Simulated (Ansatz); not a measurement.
**BSi+ (quintet): the correlation ladder, def2-QZVPP**

The task here is to estimate one member of a computed series from the others.

Method: def2-QZVPP, core rule «outside noble gas», up to 6 orbitals frozen; program: Ansatz 0.2.0, Gaussian basis.

Plan: UHF; ROHF; CCSD(T) on UHF.

2 further runs of the same task are left out: 2 set aside as unsound or not needed.

## The geometry

The geometry is a PBE0/def2-TZVP stationary point (not a proven minimum) of the parent state, kept for this charge and spin.

2 atoms, charge 1, spin multiplicity 5.

Atoms are counted from 1 here; the program's logs count them from 0.

Bond lengths: Si1–B2 2.095 Å.

Set-up of the first run:

in.yaml

```yaml
crystal:
  periodic: [false, false, false]
  atoms:
    - {symbol: Si, position_ang: [0.000000, 0.000000, 0.000000]}
    - {symbol: B, position_ang: [0.000000, 0.000000, 2.094900]}
basis:
  gaussian: {orbitals: "def2-QZVPP.json"}
total_charge: 1
magnetization: {spin_polarized: true, initial_magnetization: 4}
hamiltonian: {xc: hf}
output: {orbitals: {seedname: orbitals}}
```

Command:

```
$ ansatz run in.yaml --threads 1 --pin off --events-out ev --progress --plain --max-ram 2393MiB
```

Among the steps run: UHF; ROHF; CCSD(T) on UHF.

One of the session's tables, all rows but one given; the rest of the session is left out.

```
  method  from UCCSD(T) (kcal/mol)
    ROHF                    +84.44
     UHF                         ?
    UMP2                    +21.73
   UCCSD                     +5.99
UCCSD(T)                         0
```

**Question.** Estimate the row for UHF.

As computed: from UCCSD(T) (kcal/mol): +83.90. In the column «from UCCSD(T) (kcal/mol)» it lies between UMP2 (+21.73) and ROHF (+84.44).
